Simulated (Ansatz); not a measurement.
Reaction (SMILES): N#N (N2) + H+ → N#[NH+]
B3LYP-D3(BJ)/def2-TZVP geometries, fixed; electronic energies without zero-point terms; positive where energy is released.

Energies in hartree at wB97M-V with Ansatz (a first-principles code); the proton affinity is their sum with the coefficients shown, times 627.509 kcal/mol a hartree; the bare proton counts zero. All functions are spherical. The program fits the integrals of some runs and decomposes those of others, by size. The functional holds VV10 correlation; no added dispersion term, no relativity.

```tsv
species	coefficient	part	cc-pVDZ	cc-pVTZ	cc-pVQZ
N#N (N2)	+1	wB97M-V	-109.51293	-109.54624	-109.55518
N#[NH+]	-1	wB97M-V	-109.70753	-109.73970	-109.74758
```

Task: Predict the proton affinity in cc-pV5Z (X = 5): let each wB97M-V step shrink by the ratio of the last two. Compare with the run.

Result: 
- N#N (N2): steps -0.03331 and -0.00894, ratio 0.268, so wB97M-V -109.55758 (run: -109.55722).
- N#[NH+]: steps -0.03217 and -0.00788, ratio 0.245, so wB97M-V -109.74951 (run: -109.74925).
Predicted 120.44 kcal/mol; the run in cc-pV5Z gives 120.50, a miss of -0.06. Keeping the value in cc-pVQZ, 120.73, would miss by 0.23. All sums are of the energies as printed.
